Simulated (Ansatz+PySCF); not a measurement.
## singlet H2S: levels of theory in one basis

```xyz
3

S     0.0000    0.0000   -0.2028
H     0.0000    1.8945    1.6227
H     0.0000   -1.8945    1.6227
```

Basis set: 6-31G (spherical functions). Frozen core: 5 orbitals. Charge 0, multiplicity 1.

Computed with Ansatz (development build ahead of 0.2.0); each method stands on the lowest determinant of its kind that the runs found.

| method | E − E(RHF) (eV) | <S²> of the determinant |
| --- | --- | --- |
| RHF | 0.00 | 0.00 |
| UHF | -4.80 | 1.86 |
| RHF-MP2 | -3.71 | – |
| RHF-CCSD | -5.90 | – |
| UHF-CCSD | -5.75 | 1.86 |
| RHF-CCSD(T) | -6.11 | – |
| UHF-CCSD(T) | -5.79 | 1.86 |
| full CI (lowest root of this spin) | -5.92 | – |

Task: What does UHF-MP2 give on the same scale?

Result: -5.34 eV.

At such a shape the full CI root can have another spatial symmetry than the determinants, so the rows needn't describe one state.

Task: Is a single determinant a sound starting point here?

Result: It is doubtful. Unrestricted orbitals lower Hartree–Fock by 4.80 eV and <S²> is 1.86 where a pure state has 0.00, a sign of strong static correlation.

Caution for RHF, RHF-MP2, RHF-CCSD, RHF-CCSD(T): an unrestricted determinant lies well below. Caution for UHF, UHF-MP2, UHF-CCSD, UHF-CCSD(T): the unrestricted determinant is a mixture of spin states. Caution for RHF-MP2, UHF-MP2, RHF-CCSD, UHF-CCSD, RHF-CCSD(T), UHF-CCSD(T): large amplitudes, a single reference is doubtful. Caution for RHF-MP2, RHF-CCSD, UHF-CCSD, RHF-CCSD(T), UHF-CCSD(T): the program doubts this total. Caution for UHF-MP2, UHF-CCSD, UHF-CCSD(T): a plain start can end on a higher determinant.
